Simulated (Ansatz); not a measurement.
Species: C3H6O, SMILES `CC(C)=O` (charge 0, multiplicity 1), formula C3H6O.

How many basis functions does frozen-core CCSD(T)/cc-pVTZ // CAM-B3LYP-D3(BJ)/def2-TZVP (Ansatz, a quantum-chemistry and plane-wave program) use, how many core orbitals are frozen, and how many electrons are correlated?

204 basis functions and 4 frozen orbitals, which leaves 24 correlated electrons. Core time is of the order of minutes.
